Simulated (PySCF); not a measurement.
```csv
atom,x (Å),y (Å),z (Å)
O,0.0000,0.0000,-0.6590
O,0.0000,0.0000,0.6590
```

Basis set: cc-pVTZ (spherical functions). Frozen core: 2 orbitals. Charge 2, multiplicity 1.

Starred EOM-CCSD(T)(a) on the restricted Hartree–Fock determinant with PySCF 2.14.0; the energies are vertical.

Question: The solver was asked for the few lowest roots only. Give the electron affinities of singlet O2(2+) among them whose weight of singles is over 0.7 (positive where the electron binds).

Answer:

| root | energy (eV) | weight of singles |
| --- | --- | --- |
| 1 | 25.08 | 0.96 |
| 2 | 25.08 | 0.96 |
| 3 | 17.47 | 0.97 |

Higher main lines weren't sought. Caution: large amplitudes, a single reference is doubtful.
